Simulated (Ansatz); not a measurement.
# P2+ (quartet): the correlation ladder, def2-TZVPP

One table from this session's results is given with a row withheld; the runs are named, their logs left out.

Computed with Ansatz 0.2.0, Gaussian basis. Level: def2-TZVPP, core rule «outside noble gas», up to 10 orbitals frozen.

Plan: UHF; ROHF; CCSD(T) on UHF.

2 further runs of the same task are left out: 2 set aside as unsound or not needed.

## What is computed

The geometry is a PBE0/def2-TZVP stationary point (not a proven minimum) of the parent state, kept for this charge and spin.

2 atoms, charge 1, spin multiplicity 4.

Atoms are counted from 1 here; the program's logs count them from 0.

Bond lengths: P1–P2 2.056 Å.

Set-up of the first run:

Input file in.yaml:

```yaml
crystal:
  periodic: [false, false, false]
  atoms:
    - {symbol: P, position_ang: [0.000000, 0.000000, 0.000000]}
    - {symbol: P, position_ang: [0.000000, 0.000000, 2.055800]}
basis:
  gaussian: {orbitals: def2-TZVPP}
total_charge: 1
magnetization: {spin_polarized: true, initial_magnetization: 3}
hamiltonian: {xc: hf}
output: {orbitals: {seedname: orbitals}}
```

On the command line:

```
ansatz run in.yaml --threads 1 --pin off --events-out ev --progress --plain --max-ram 3968MiB --backend cpu
```

Steps of the session up to this table: UHF; ROHF; CCSD(T) on UHF.

One of the session's tables, all rows but one given; the rest of the session is left out.

| method | from UCCSD(T) (meV) |
| --- | --- |
| ROHF | +6505.3 |
| UHF | +6201.9 |
| UMP2 | +1332.1 |
| UCCSD | ? |
| UCCSD(T) | 0 |

Estimate the missing values for UCCSD.

As computed: from UCCSD(T) (meV): +287.9. In the column «from UCCSD(T) (meV)» it lies between UCCSD(T) (0) and UMP2 (+1332.1).
